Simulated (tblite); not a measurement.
Compound: C₃H₄S.
Z-matrix (Å and degrees, GFN2-xTB geometry), rows numbered from 1:
```
C 
C   1  1.3357
C   2  1.4298  1  122.87
S   3  1.6276  2  123.62  1  -179.89
H   1  1.0763  2  121.94  3   179.93
H   1  1.0782  2  121.35  3     0.01
H   2  1.0817  1  120.99  3   179.97
H   3  1.0867  2  117.22  1     0.02
```

All values are computed: GFN2-xTB (tblite) harmonic vibrations without scaling, gas phase. Errors from tens to a few hundred cm⁻¹ against measured bands are possible. One conformer, not necessarily the lowest.

Harmonic wavenumbers (cm⁻¹): 130.0, 262.8, 443.2, 567.0, 809.1, 900.1, 905.4, 1009.1, 1071.4, 1194.4, 1234.0, 1311.3, 1399.6, 1620.2, 2979.0, 3075.3, 3099.6, 3135.7.

A = 46587, B = 2835, C = 2672 MHz; mass 72.003 u (most abundant isotopes); point group Cs, symmetry number 1.

Problem. Zero-point energy?

Solution. Half the sum of the wavenumbers: 12574 cm⁻¹ = 150.41 kJ/mol.

Problem. Entropy at 500 K, 1 bar (ideal gas, RRHO, classical rotation)?

Solution. Translation 172.94, rotation 108.22, vibration 55.03: S = 336.2 J/(mol K).

Problem. And Cp and H(500 K) − H(0)?

Solution. Cp = 100.82 J/(mol K), of which vibrations give 67.56 (their classical limit is 18 R = 149.7); H(500 K) − H(0) = 32.43 kJ/mol without the zero-point energy, 15.80 from vibrations.

Problem. Which modes carry the vibrational entropy at 500 K?

Solution. 130.0 cm⁻¹: 16.54; 262.8 cm⁻¹: 10.83; 443.2 cm⁻¹: 6.83; 567.0 cm⁻¹: 5.11; 809.1 cm⁻¹: 2.94; 900.1 cm⁻¹: 2.39 J/(mol K); the other 12 give 10.38 together.

Problem. Blend soft modes into free rotors: weight 1/[1 + (100 cm⁻¹/ν̃)⁴] for the oscillator and the rest for a rotor with moment μB/(μ + B), μ = h/(8π²ν), B = 10⁻⁴⁴ kg m². What vibrational entropy results?

Solution. 54.10 J/(mol K) in place of 55.03, which changes −T·S at 500 K by +0.46 kJ/mol.

Problem. How do the functions run with temperature in this model?

Solution. 
```
T (K)  S (J/(mol K))  Cp (J/(mol K))  H − H(0) (kJ/mol)  G − H(0) (kJ/mol)  ln q(vib)
  100          232.9            43.1               3.69             -19.60       0.19
  200          266.7            56.2               8.64             -44.70       0.73
  300          292.4            71.8              15.02             -72.69       1.37
  800          390.1           128.2              67.17            -244.92       5.13
 1000          420.1           140.0              94.06            -326.01       6.62
```

q(vib) and H(0) count from the zero-point level.

Problem. What must be added to the electronic energy to get the Gibbs energy at 500 K and 1 bar?

Solution. ZPE + [H(500 K) − H(0)] − T·S = 150.41 + 32.43 − 168.10 = 14.74 kJ/mol.

Hindered rotation and anharmonicity are outside this model. Other conformers, if any are populated, would add a mixing term that is left out.

On one thread, Arm Neoverse V1 (aarch64), on a shared host, this took 0.11 s of wall time. The figure is for the frequency step alone.
